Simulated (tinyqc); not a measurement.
Coupled-perturbed Hartree-Fock on RHF in the sto-6g basis, for BH2+, spin multiplicity 1, step by step (part 2 of 2). Computed by tinyqc, a small Python program that keeps every step (integrals from PySCF). Command: `OMP_NUM_THREADS=1 python tinyqc.py 29025 29026 out.jsonl` (the two numbers bound the seeds that draw the settings). One thread of a shared host (Intel(R) Xeon(R) Processor @ 2.60GHz), about 0.3 s of CPU time with the checks.

Geometry (angstrom):
```
atom        x         y        z
B     0.00000   0.00000  0.00000
H     0.00000   1.29800  0.62200
H     0.00000  -1.26600  0.60700
```

## Integrals over molecular orbitals

coefficients C:
```
             MO1       MO2       MO3       MO4      MO5       MO6       MO7
1B 1s    0.99541  -0.22840  -0.00815   0.12736  0.00000   0.16032   0.02200
1B 2s    0.01773   0.72379   0.03113  -0.54160  0.00000  -0.80510  -0.11991
1B 2px   0.00000   0.00000   0.00000   0.00000  1.00000   0.00000   0.00000
1B 2py  -0.00013  -0.01794   0.58387  -0.00235  0.00000  -0.11681   1.01543
1B 2pz  -0.00002   0.09174   0.00036   0.79001  0.00000  -0.66794  -0.08244
2H 1s   -0.00267   0.28105   0.41556   0.28515  0.00000   0.80970  -0.64528
3H 1s   -0.00282   0.30928  -0.39522   0.27349  0.00000   0.64016   0.84516
```

core Hamiltonian H = T + V (hartree):
```
            1B 1s     1B 2s    1B 2px    1B 2py    1B 2pz     2H 1s     3H 1s
1B 1s   -13.18904  -3.27530   0.00000   0.00061  -0.01184  -0.49000  -0.53111
1B 2s    -3.27530  -4.10956   0.00000   0.00451  -0.10706  -1.28641  -1.35507
1B 2px    0.00000   0.00000  -3.30183   0.00000   0.00000   0.00000   0.00000
1B 2py    0.00061   0.00451   0.00000  -3.44095   0.00182  -1.13951   1.18770
1B 2pz   -0.01184  -0.10706   0.00000   0.00182  -3.33380  -0.56045  -0.58432
2H 1s    -0.49000  -1.28641   0.00000  -1.13951  -0.56045  -2.50622  -0.17766
3H 1s    -0.53111  -1.35507   0.00000   1.18770  -0.58432  -0.17766  -2.55073
```

Given earlier and not repeated: Two-electron integrals (ij|kl) in chemists' order.

(pq|rs) = sum C_ip C_jq C_kr C_ls (ij|kl), one index at a time.

one-electron integrals over orbitals h = C^T H C (hartree):
```
           1         2         3         4         5         6         7
1  -13.17931   0.29287   0.01073  -0.17871   0.00000  -0.18549  -0.02550
2    0.29287  -3.32969   0.00050   0.16500   0.00000   0.51197   0.08223
3    0.01073   0.00050  -3.05005   0.01490   0.00000   0.09209  -0.56203
4   -0.17871   0.16500   0.01490  -3.16010   0.00000   0.29721   0.02863
5    0.00000   0.00000   0.00000   0.00000  -3.30183   0.00000   0.00000
6   -0.18549   0.51197   0.09209   0.29721   0.00000  -2.69408  -0.00284
7   -0.02550   0.08223  -0.56203   0.02863   0.00000  -0.00284  -2.67059
```

Two-electron integrals over orbitals (pq|rs), unique and non-zero (hartree):
```
(11|11) 2.90412     (21|11) -0.26359    (21|21) 0.03881     (22|11) 0.61829
(22|21) -0.00913    (22|22) 0.45774     (31|11) -0.00947    (31|21) 0.00111
(31|22) -0.00135    (31|31) 0.00869     (32|11) 0.00184     (32|21) -0.00070
(32|22) -0.01031    (32|31) 0.01358     (32|32) 0.13429     (33|11) 0.53464
(33|21) -0.00328    (33|22) 0.44395     (33|31) 0.00074     (33|32) 0.00723
(33|33) 0.46117     (41|11) 0.14887     (41|21) -0.02006    (41|22) 0.01188
(41|31) -0.00083    (41|32) 0.00006     (41|33) 0.00535     (41|41) 0.02672
(42|11) -0.09685    (42|21) 0.00683     (42|22) 0.00930     (42|31) 0.00020
(42|32) -0.00124    (42|33) 0.01469     (42|41) 0.01211     (42|42) 0.07426
(43|11) -0.00656    (43|21) 0.00037     (43|22) -0.00285    (43|31) -0.00221
(43|32) 0.03004     (43|33) 0.00185     (43|41) 0.00046     (43|42) 0.00243
(43|43) 0.03591     (44|11) 0.68905     (44|21) -0.01124    (44|22) 0.43557
(44|31) -0.00025    (44|32) 0.00139     (44|33) 0.41329     (44|41) -0.00997
(44|42) -0.07829    (44|43) -0.00427    (44|44) 0.55463     (51|51) 0.02197
(52|51) 0.02205     (52|52) 0.07590     (53|51) 0.00080     (53|52) 0.00205
(53|53) 0.01777     (54|51) -0.01189    (54|52) -0.03368    (54|53) -0.00141
(54|54) 0.04170     (55|11) 0.74314     (55|21) -0.00917    (55|22) 0.46694
(55|31) -0.00031    (55|32) 0.00065     (55|33) 0.42312     (55|41) 0.00482
(55|42) -0.04892    (55|43) -0.00358    (55|44) 0.49735     (55|55) 0.58711
(61|11) 0.18606     (61|21) -0.02920    (61|22) 0.00225     (61|31) -0.00253
(61|32) -0.00206    (61|33) 8.53e-06    (61|41) 0.00470     (61|42) -0.01436
(61|43) -0.00016    (61|44) 0.01690     (61|55) 0.00515     (61|61) 0.02905
(62|11) -0.19747    (62|21) 0.00646     (62|22) -0.05501    (62|31) -0.00078
(62|32) -0.00276    (62|33) -0.01440    (62|41) -0.01394    (62|42) 0.00488
(62|43) 0.00409     (62|44) -0.05017    (62|55) -0.10074    (62|61) 0.00243
(62|62) 0.08659     (63|11) -0.03521    (63|21) 0.00092     (63|22) -0.01335
(63|31) -0.00138    (63|32) 0.06242     (63|33) -0.00026    (63|41) -0.00051
(63|42) 0.00656     (63|43) 0.03282     (63|44) -0.01343    (63|55) -0.01844
(63|61) -0.00030    (63|62) 0.01527     (63|63) 0.07759     (64|11) -0.09985
(64|21) -2.18e-05   (64|22) -0.02755    (64|31) 0.00101     (64|32) 0.00889
(64|33) -4.38e-06   (64|41) -0.00304    (64|42) 0.01447     (64|43) 0.00222
(64|44) -0.05157    (64|55) -0.05185    (64|61) 0.00215     (64|62) 0.05128
(64|63) 0.01436     (64|64) 0.04198     (65|51) -0.01486    (65|52) -0.04681
(65|53) -0.00368    (65|54) 0.00907     (65|65) 0.03791     (66|11) 0.59365
(66|21) -0.00704    (66|22) 0.45603     (66|31) 0.00180     (66|32) 0.02618
(66|33) 0.45171     (66|41) 0.02005     (66|42) 0.04907     (66|43) 0.01243
(66|44) 0.40294     (66|55) 0.43625     (66|61) -0.00604    (66|62) -0.04122
(66|63) 0.01633     (66|64) -0.01273    (66|66) 0.51242     (71|11) 0.02573
(71|21) -0.00445    (71|22) -0.00096    (71|31) 0.01271     (71|32) 0.01849
(71|33) 0.00127     (71|41) 0.00080     (71|42) -0.00170    (71|43) -0.00364
(71|44) 0.00219     (71|55) 0.00069     (71|61) 0.00156     (71|62) -0.00130
(71|63) -0.00213    (71|64) 0.00172     (71|66) 0.00232     (71|71) 0.01967
(72|11) -0.03281    (72|21) 0.00082     (72|22) -0.00711    (72|31) 0.00838
(72|32) -0.00986    (72|33) -0.00247    (72|41) -0.00170    (72|42) 0.00391
(72|43) -0.03392    (72|44) -0.01014    (72|55) -0.01632    (72|61) -0.00146
(72|62) 0.00797     (72|63) -0.04748    (72|64) 0.00677     (72|66) -0.01371
(72|71) 0.01178     (72|72) 0.05650     (73|11) 0.22259     (73|21) -0.00551
(73|22) 0.04749     (73|31) 1.21e-05    (73|32) 0.00901     (73|33) 0.02470
(73|41) -3.95e-05   (73|42) -0.05680    (73|43) -0.00032    (73|44) 0.09681
(73|55) 0.11272     (73|61) 0.00540     (73|62) -0.06955    (73|63) -0.00852
(73|64) -0.04814    (73|66) 0.00266     (73|71) 0.00095     (73|72) -0.01696
(73|73) 0.11100     (74|11) -0.00983    (74|21) 0.00020     (74|22) 0.00248
(74|31) -0.00818    (74|32) -0.07191    (74|33) -0.00477    (74|41) -0.00047
(74|42) 0.00071     (74|43) -0.00358    (74|44) -0.00522    (74|55) -0.00478
(74|61) 0.00184     (74|62) 0.00668     (74|63) -0.04365    (74|64) -0.00330
(74|66) -0.01650    (74|71) -0.01162    (74|72) 0.00663     (74|73) -0.01047
(74|74) 0.05856     (75|51) -0.00206    (75|52) -0.00692    (75|53) 0.01612
(75|54) 0.00151     (75|65) 0.00270     (75|75) 0.01874     (76|11) -0.00075
(76|21) 0.00030     (76|22) 0.01017     (76|31) -0.00856    (76|32) -0.10753
(76|33) -0.00748    (76|41) 0.00211     (76|42) 0.00737     (76|43) -0.04347
(76|44) -0.00517    (76|55) 0.00037     (76|61) 0.00010     (76|62) -0.00513
(76|63) -0.07363    (76|64) -0.01000    (76|66) -0.02179    (76|71) -0.01180
(76|72) 0.03651     (76|73) -0.01238    (76|74) 0.05776     (76|76) 0.11413
(77|11) 0.62276     (77|21) -0.00778    (77|22) 0.45080     (77|31) -0.00260
(77|32) -0.02928    (77|33) 0.46061     (77|41) 0.00438     (77|42) -0.00213
(77|43) -0.01171    (77|44) 0.44424     (77|55) 0.44599     (77|61) 0.00547
(77|62) -0.01642    (77|63) -0.02470    (77|64) -0.00430    (77|66) 0.45370
(77|71) -0.00246    (77|72) 0.00647     (77|73) 0.03311     (77|74) 0.01534
(77|76) 0.02678     (77|77) 0.49619
```

## Response to a field: uncoupled start

orbital energies (hartree): MO1 -8.01682, MO2 -0.92057, MO3 -0.77468, MO4 -0.22117, MO5 -0.15107, MO6 0.11547, MO7 0.21059

dipole integrals <a|y|i> (bohr):
```
          i1        i2       i3
a4  -0.00033  -0.00059  0.42460
a5   0.00000   0.00000  0.00000
a6  -0.01187   0.02682  1.16835
a7   0.09772  -0.50504  0.12177
```

Field along y; U_ai = -mu_ai / (e_a - e_i), alpha = -4 sum U_ai mu_ai.

uncoupled U:
```
          i1        i2        i3
a4   0.00004   0.00084  -0.76710
a5   0.00000   0.00000   0.00000
a6   0.00146  -0.02589  -1.31253
a7  -0.01188   0.44647  -0.12359
```

uncoupled polarisability = 8.40646 bohr^3

## Coupled step 1

U_ai = -(mu_ai + sum_bj [4 (ai|bj) - (ab|ij) - (aj|bi)] U_bj) / (e_a - e_i); alpha = -4 sum U_ai mu_ai.

U after step 1:
```
          i1        i2        i3
a4   0.00006   0.00666  -0.95075
a5   0.00000   0.00000   0.00000
a6   0.00182  -0.02596  -1.54610
a7  -0.01641   0.53628  -0.15403
```

polarisability = 10.00798 bohr^3

## Coupled step 2

As before.

U after step 2:
```
          i1        i2        i3
a4   0.00009   0.00792  -1.00936
a5   0.00000   0.00000   0.00000
a6   0.00195  -0.02645  -1.58267
a7  -0.01746   0.55438  -0.15885
```

polarisability = 10.31781 bohr^3

## Coupled polarisability

Repeat until U stops changing; compare with -d2E/dF2.

Course of the coupled iterations:
```
step  alpha (bohr^3)
0            8.40646
1           10.00798
2           10.31781
3           10.38017
4           10.39415
5           10.39810
6           10.39964
7           10.40041
8           10.40085
9           10.40111
10          10.40126
11          10.40136
...              ...
22          10.40150
23          10.40150
24          10.40150
25          10.40150
26          10.40150
27          10.40150
28          10.40150
29          10.40150
30          10.40150
31          10.40150
32          10.40150
33          10.40150
```

coupled polarisability = 10.40150 bohr^3

finite-field check, fields of +/-0.001 au = 10.40152 bohr^3
